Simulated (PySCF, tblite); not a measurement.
# C5H11N+ (doublet): geometry, infrared bands and EPR parameters

What infrared bands and EPR parameters should C5H11N+ (doublet) (`C=C[C@@H](C)[NH+]C`) show?

Programs: tblite 0.8.0 and PySCF 2.14.0, with density-fitted response routines of our own. Each step states its level of theory. These are calculated values for one molecule in the gas phase, unless marked as measured. Atoms count from 0, in the outputs and in this text.

### Step 1. The starting structure

17 atoms, charge 1, multiplicity 2; geometry from: force field or distance geometry start.

Bonds of the start (Å): C0–C1 1.36, C1–C2 1.48, C2–C3 1.51, C2–N4 1.45, N4–C5 1.46, C0–H6 1.07, C0–H7 1.09, C1–H8 1.09, C2–H9 1.12, C3–H10 1.09, C3–H11 1.11, C3–H12 1.11, N4–H13 1.03, C5–H14 1.09, C5–H15 1.13, C5–H16 1.11.

### Step 2. Relaxing the molecule with GFN2-xTB

The job: settings as JSON, then the geometry in Å.

```
{"job": {"kind": "relax", "xc": "GFN2-xTB", "basis": "xTB"}, "charge": 1, "multiplicity": 2}
C      1.963000    -1.089600     0.110100
C      0.845800    -0.623000    -0.500900
C      0.036900     0.381700     0.224200
C      0.642000     1.764500     0.144400
N     -1.291400     0.400000    -0.367300
C     -1.882200    -0.931700    -0.233400
H      2.609800    -1.814400    -0.329400
H      2.184100    -0.677700     1.098800
H      0.591000    -1.010800    -1.483200
H     -0.071300     0.077900     1.295200
H      0.715100     2.038000    -0.903300
H     -0.063200     2.458900     0.647700
H      1.657800     1.806900     0.597100
H     -1.893700     1.063800     0.132800
H     -1.822400    -1.494700    -1.169900
H     -2.927900    -0.855000     0.189300
H     -1.300400    -1.482700     0.538100
```

The run is started by

```
$ OMP_NUM_THREADS=1 python probes_run.py task.json out
```

This one command runs all jobs of the session in turn.

**Question.** This job is followed by: GFN2-xTB harmonic vibrations, gas phase; UKS B3LYP, pcH-1 on C H N, non-relativistic, mean-field spin-orbit, GIAO. What will the session give for the following? strongest single infrared mode (GFN2-xTB); zero-point energy (GFN2-xTB); g(iso) (B3LYP); ⟨S²⟩; largest a(iso) (averaged by class).

The runs gave:

```
                                 quantity                 value
strongest single infrared mode (GFN2-xTB)  3385 cm⁻¹, 88 km/mol
             zero-point energy (GFN2-xTB)         92.0 kcal/mol
                           g(iso) (B3LYP)               2.00347
                                     ⟨S²⟩    0.755 (exact 0.75)
       largest a(iso) (averaged by class)   1H on H9, 272.5 MHz
```

In words: The optimisation took 65 steps and gained 0.863 eV; among the close pairs (by a distance rule), N4–C5 changed most, from 1.463 to 1.412 Å. No mode is imaginary among the 45: a minimum at this level. The strongest single mode, at 3385 cm⁻¹, moves mainly H13. GFN2-xTB is a fitted tight-binding method: band positions and strengths are rough. Its intensities can rank the bands wrongly. N4 carries the largest spin population, 0.72 e. The isotropic g lies 1.2 ppt above the free-electron value.
